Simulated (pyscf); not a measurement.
5 gas-phase steps of one pattern: four-centre exchange on the singlet surface, C–H + Se–Zn or C–H + S–Zn broken and C–Zn + H–S or C–Zn + H–Se formed. Single points on ωB97X-D3(BJ)/def2-SVP structures (PySCF, gas phase). Electronic energies in kcal/mol, from the separated reactants; ΔE‡ and ΔE at ωB97M-D3(BJ)/def2-TZVP. Rows were drawn at random from the steps of this pattern with a verified saddle, stable references and no exit in the data more than 5 kcal/mol lower.

```json
[
 {"row": "1", "step": "CH₄ (SMILES C) + HS–Zn–SH (SMILES [SH][Zn][SH]) → H₃C–Zn–SH (SMILES [CH3][Zn][SH]) + H₂S (SMILES S)", "ΔE": "+26.6", "ΔE‡": "?"},
 {"row": "2", "step": "CH₄ (SMILES C) + HS–ZnH (SMILES [SH][ZnH]) -> H₃C–ZnH (SMILES [CH3][ZnH]) + H₂S (SMILES S)", "ΔE": "+28.5", "ΔE‡": "48.0"},
 {"row": "3", "step": "H₃C–CH₃ (SMILES CC) + HS–ZnH (SMILES [SH][ZnH]) → H₃C–CH₂–ZnH (SMILES C[CH2][ZnH]) + H₂S (SMILES S)", "ΔE": "+31.7", "ΔE‡": "49.6"},
 {"row": "4", "step": "CH₄ (SMILES C) + HZn–SeH (SMILES [ZnH][SeH]) → H₃C–ZnH (SMILES [CH3][ZnH]) + H₂Se (SMILES [SeH2])", "ΔE": "+32.1", "ΔE‡": "50.0"},
 {"row": "5", "step": "CH₄ (SMILES C) + H₃C–Zn–SeH (SMILES [CH3][Zn][SeH]) → H₃C–Zn–CH₃ (SMILES [CH3][Zn][CH3]) + H₂Se (SMILES [SeH2])", "ΔE": "+32.6", "ΔE‡": "50.8"}
]
```

Task: Fit ΔE‡ = a + b·ΔE to the other rows and predict row 1.

Result: Over the 4 complete rows the means are +31.2 (ΔE) and 49.6 (ΔE‡); least squares gives b = 0.62 and a = 30.2 kcal/mol, with residuals of 0.2 kcal/mol (root mean square; largest 0.4, row 5). For row 1: 30.2 + 0.62 × (+26.6) = 46.7 kcal/mol, an extrapolation. The computed barrier is 46.4 kcal/mol, 0.3 under the line. The line follows the complete rows closely. Each barrier is that of the saddle found. Elements up to Kr have no core potential and no relativistic terms here.
